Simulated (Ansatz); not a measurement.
# N2H2 (singlet): from Hartree-Fock to the top rungs, cc-pVTZ

One table from this session's results is given with a row withheld; the runs are named, their logs left out.

Method: cc-pVTZ, core rule «outside noble gas», up to 2 orbitals frozen; program: Ansatz 0.2.0, Gaussian basis.

Plan: UHF; CCSD(T) on RHF; CCSD(T) on UHF; BCCD(T) on RHF; CCSDT(Q) on RHF; CCSDT(Q) on UHF; CASSCF and MRCISD+Q, 12 electrons in 10 orbitals; CASSCF and NEVPT2, 12 electrons in 10 orbitals.

6 further runs of the same task are left out: 6 set aside as unsound or not needed. Runs told in other sessions of the task aren't counted.

## The system

The geometry is a PBE0/def2-TZVP stationary point (not a proven minimum) of the parent state, kept for this charge and spin.

4 atoms, charge 0, spin multiplicity 1.

Atoms are counted from 1 here; the program's logs count them from 0.

Bond lengths: N1–N2 1.256 Å, N1–H3 1.014 Å, N2–H4 1.014 Å. Angles: N2–N1–H3 120.6°, N1–N2–H4 120.6°.

Set-up of the first run:

in.yaml

```yaml
crystal:
  periodic: [false, false, false]
  atoms:
    - {symbol: N, position_ang: [0.000000, -0.168274, 0.605211]}
    - {symbol: N, position_ang: [0.000000, 0.168274, -0.605211]}
    - {symbol: H, position_ang: [0.000000, 0.533378, 1.336557]}
    - {symbol: H, position_ang: [0.000000, -0.533378, -1.336557]}
basis:
  gaussian: {orbitals: cc-pVTZ}
magnetization: {spin_polarized: true, initial_magnetization: 0}
hamiltonian: {xc: hf}
output: {orbitals: {seedname: orbitals}}
```

Command:

```console
$ ansatz run in.yaml --threads 1 --pin off --events-out ev --progress --plain --max-ram 2816MiB --backend cpu
```

Among the steps run: UHF; CCSD(T) on RHF; CCSD(T) on UHF; BCCD(T) on RHF; CCSDT(Q) on RHF; CCSDT(Q) on UHF; CASSCF and MRCISD+Q, 12 electrons in 10 orbitals; CASSCF and NEVPT2, 12 electrons in 10 orbitals.

One of the session's tables, all rows but one given; the rest of the session is left out.

It belongs to the step «Misses and costs». 

```
          method  from RCCSDT(Q) (kJ/mol)
             RHF                        ?
             UHF                  +1148.0
            RMP2                    +86.1
            UMP2                   +145.3
           RCCSD                    +53.7
           UCCSD                    +55.7
        RCCSD(T)                     +3.8
        UCCSD(T)                     +6.4
         BCCD(T)                     +3.7
          RCCSDT                     +3.8
          UCCSDT                     +4.0
       RCCSDT(Q)                        0
       UCCSDT(Q)                      0.0
  CASSCF valence                   +783.7
  NEVPT2 valence                   +129.0
  MRCISD valence                    +60.2
MRCISD+Q valence                    +10.2
```

Estimate the missing values for RHF.

The run gave: from RCCSDT(Q) (kJ/mol): +1156.5. In the column «from RCCSDT(Q) (kJ/mol)» it is the highest.

Limits of these values: Restricted and unrestricted rows rest on different reference determinants; a gap between their highest levels can come from leftover correlation error, from unlike frozen cores or from another state.
